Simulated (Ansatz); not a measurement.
```yaml
crystal:
  periodic: [false, false, false]
  atoms:
    - {symbol: C, position_ang: [-0.605077, 0.701595, -0.225643]}
    - {symbol: S, position_ang: [0.744941, 0.348855, 0.926058]}
    - {symbol: C, position_ang: [1.122604, -1.213608, 0.439020]}
    - {symbol: N, position_ang: [1.404951, -2.289624, 0.125892]}
    - {symbol: H, position_ang: [-0.249127, 0.662032, -1.252954]}
    - {symbol: H, position_ang: [-0.928607, 1.715091, 0.012756]}
    - {symbol: H, position_ang: [-1.428486, 0.007559, -0.070928]}
basis:
  gaussian: {orbitals: def2-TZVPPP}
magnetization: {spin_polarized: true, initial_magnetization: 0}
hamiltonian: {xc: {name: HSE06}, dispersion: d3bjatm}
scf: {lower_state_search: full}
output: {forces: true}
```

```sh
$ ansatz run in.yaml --threads 2 --pin off --events-out ev --progress --plain --max-ram 4352MiB
```

**Question.** How does Ansatz answer? (Estimate.)

**Answer.** Ansatz gave: The input was rejected before any iteration.
```
Error: <dir> can't be read: No such file or directory (os error 2)
```

HSE06 is defined as in plane-wave codes.
